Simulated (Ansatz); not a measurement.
A run of Ansatz (development build ahead of 0.2.0) on singlet CH2 at this shape:

```xyz
3

C     0.0644    0.0346   -0.2863
H    -0.0539    1.3449    0.8055
H     0.0668   -1.2696    0.7834
```

Its results:

```
Converged                       : yes
Total energy                    : -38.66989 hartree
Spin squared of the determinant : 0.000
```

Question: Which input gives this output? Name the method, the orbitals and the basis set, and write the input.

Answer: RHF in def2-SVP. An unrestricted run that stays on the closed shell gives the same numbers.

```yaml
crystal:
  periodic: [false, false, false]
  atoms:
    - { symbol: C, position_ang: [0.06438, 0.03459, -0.28629] }
    - { symbol: H, position_ang: [-0.05393, 1.34487, 0.80546] }
    - { symbol: H, position_ang: [0.06682, -1.26962, 0.78338] }
basis:
  gaussian: { orbitals: def2-SVP }
hamiltonian:
  xc: hf
```

Caution: stretched shape with no unrestricted run beside it, a lower state can exist; another spin multiplicity may lie lower.
